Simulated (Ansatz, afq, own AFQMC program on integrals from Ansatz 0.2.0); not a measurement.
# CH3N2, doublet: AFQMC among the cluster methods

```json
{"atom": "N", "x (Å)": "-1.8617", "y (Å)": "-0.0132", "z (Å)": "-0.0206"}
{"atom": "H", "x (Å)": "-2.1589", "y (Å)": "0.9546", "z (Å)": "-0.0206"}
{"atom": "H", "x (Å)": "-2.1589", "y (Å)": "-0.4155", "z (Å)": "0.8596"}
{"atom": "H", "x (Å)": "-0.7067", "y (Å)": "-0.0132", "z (Å)": "-0.0206"}
{"atom": "N", "x (Å)": "1.7324", "y (Å)": "-0.0132", "z (Å)": "-0.0206"}
{"atom": "C", "x (Å)": "0.5723", "y (Å)": "-0.0132", "z (Å)": "-0.0206"}
```

Connectivity, by distances: NH2 ··· N–C, 1 bridging H.

Basis cc-pVDZ. Only valence electrons are correlated. Integrals, coupled cluster, full CI and functionals: Ansatz 0.2.0; the random walks run on the same integrals in our own AFQMC program. The CISD trial takes its coefficients from CCSD amplitudes. Released means that phaseless walkers are propagated on without the constraint, phases kept. Uncertainties: one standard error, sampling alone.

Determinant: UHF, the one that the program's search chose, which needn't be the lowest solution. The geometry is a point of a scan.

No full CI on the walks' own integrals is used here; CCSDT(Q) serves as the reference and is uncertain by about the last step of the cluster series.

Cautions: unrestricted determinant spin contaminated (⟨S²⟩ 0.87 against 0.75).

* T1 diagnostic: 0.0366
* weight of the determinant in the CISD state: 0.805
* ⟨S²⟩ of the determinant: 0.872
* size of the correlated space: 17 electrons in 54 orbitals

Reference: CCSDT(Q), correlation energy -13.483 eV. The released energy is read at 1.50 1/Eh (meV from the phaseless value at times in 1/Eh: -5 ± 11 at 0.24, -26 ± 8 at 0.51, -30 ± 6 at 0.99, -26 ± 9 at 1.50).

```
         level  E − E(reference) (meV)  share of correlation (%)
            HF                 13482.9                      0.00
           MP2                  1496.2                     88.90
          CCSD                   568.3                     95.78
       CCSD(T)                    85.7                     99.36
         CCSDT                    55.7                     99.59
 ph-AFQMC/CISD              25.6 ± 6.5                     99.81
released AFQMC              -0.8 ± 9.2                    100.01
```

A walk keeps the symmetry of its determinant, which the program's search chose and which needn't be the lowest solution, so a lower state of the same spin and another symmetry isn't excluded. Released energies are given only where the last usable release times agree within the noise; a slower fall can still hide under it.
